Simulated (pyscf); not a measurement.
**Multi-bond step: H₂N–SiH: [singlet] + HF → HN=Si: [singlet] + HF + H₂**

Gas phase, singlet surface, charge 0. Bonds broken: N1–H3, Si2–H5, F6–H7. Bonds formed: H3–F6, H5–H7. Structures and frequencies: ωB97X-D3(BJ)/def2-SVP in PySCF.

Transition state (Å):

```xyz
7

N      0.4599    -0.0645    -0.6010
Si    -0.9006    -0.7590    -0.0176
H      0.8703     0.9324     0.1477
H      0.9594    -0.3439    -1.4422
H     -0.9781     0.4260     1.4535
F      0.9032     1.6705     0.9809
H     -0.2868     0.9414     1.3481
```

One imaginary mode, 1248i cm⁻¹; descent along it reached the two sides named, in the forms told below.

```tsv
bond	change	reactant side (Å)	saddle	product side
N1–H3	breaks	1.019	1.313	1.874
Si2–H5	breaks	1.554	1.891	3.5
F6–H7	breaks	0.936	1.443	2.302
H3–F6	forms	2.051	1.114	0.939
H5–H7	forms	1.652	0.869	0.762
```

Electronic energies relative to the separated reactants (kJ/mol):

```tsv
level	barrier	reaction energy	reverse barrier
ωB97X-D3(BJ)/def2-TZVP	135.5	+99.1	36.4
PBE/def2-TZVP	90.8	+83.8	7.0
r²SCAN/def2-TZVP	103.6	+85.6	18.1
B3LYP-D3(BJ)/def2-TZVP	115.1	+84.7	30.4
PBE0-D3(BJ)/def2-TZVP	119.2	+102.4	16.8
M06-2X/def2-TZVP	128.2	+84.5	43.6
ωB97M-D3(BJ)/def2-TZVP	129.1	+87.4	41.7
HF/def2-TZVP	225.2	+108.1	117.1
```

With ωB97M-D3(BJ)/def2-TZVP energies and thermal terms (ideal gas, 1 atm, RRHO with modes under 100 cm⁻¹ raised to 100, one conformer, R ln 2 for chiral ones without a mode under 150 cm⁻¹), in kJ/mol:

```
T (K)    ΔH‡    ΔG‡     ΔH     ΔG
-----  -----  -----  -----  -----
298    111.8  152.2  +69.8  +39.6
600    111.0  193.7  +73.6   +7.3
900    113.1  234.7  +74.7  -26.2
1200   116.1  274.8  +74.2  -59.8
```

On the reactant side the descent ends in a complex, 25.2 kJ/mol under the separated species and 160.7 kJ/mol under the saddle at ωB97X-D3(BJ)/def2-TZVP. On the product side the descent ends in a bound adduct, 35.7 kJ/mol under the separated species and 72.1 kJ/mol under the saddle at ωB97X-D3(BJ)/def2-TZVP. The same reactants have a lower exit, to H₂N–Si:–F [singlet] + H₂ (barrier +31.6 kJ/mol at ωB97M-D3(BJ)/def2-TZVP, against +129.1 kJ/mol here). One saddle was located; it need not be the lowest between these sides.
